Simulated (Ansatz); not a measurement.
For cubic perovskite SrTiO3 (cubic form, which distorts at low temperature), PBEsol (PAW; Ansatz, a program for electronic structure) gives:

```
Quantity                          Value
------------------------------  -------
band gap at the measured cell   1.83 eV
elastic constant C11            350 GPa
elastic constant C44            114 GPa
Voigt–Reuss–Hill shear modulus  118 GPa
```

**Question.** What does PBE0 (Ansatz, PAW) give for the same quantities?

**Answer.** 
- band gap at the measured cell: 4.08 eV (rises by 2.25 eV)
- elastic constant C11: 358 GPa (rises by 2.3 %)
- elastic constant C44: 127 GPa (goes up by 11 %)
- Voigt–Reuss–Hill shear modulus: 125 GPa (rises by 5.9 %)

For comparison: band gap 3.59 eV (measured, zero-point renormalisation of 336 meV (experimental, the table's column) added back, indirect; as tabulated in Miglio et al. (2020), arXiv:2011.12765); elastic constant C11 318 GPa (measured, 273 K, no zero-point or thermal correction; as tabulated in Frostenson et al. (2021), arXiv:2109.07393); elastic constant C44 124 GPa (measured, 273 K, not corrected to a static lattice; as tabulated in Frostenson et al. (2021), arXiv:2109.07393).

Changes are worked out from the printed values.

Unless a cell is named, each level is at its own relaxed cell.

Spin–orbit coupling is included only where a level's name says +SOC; with heavier elements it mostly lowers gaps and can invert bands. Density-functional gaps are differences of (generalised) Kohn–Sham levels.

Caveats: the relaxation could not lower the start's symmetry, so the cell can be a saddle point above a distorted one (PBEsol, PBE0). Ansatz's density-functional and Hartree–Fock values are scalar-relativistic unless marked +SOC, with PAW data made under PBE.
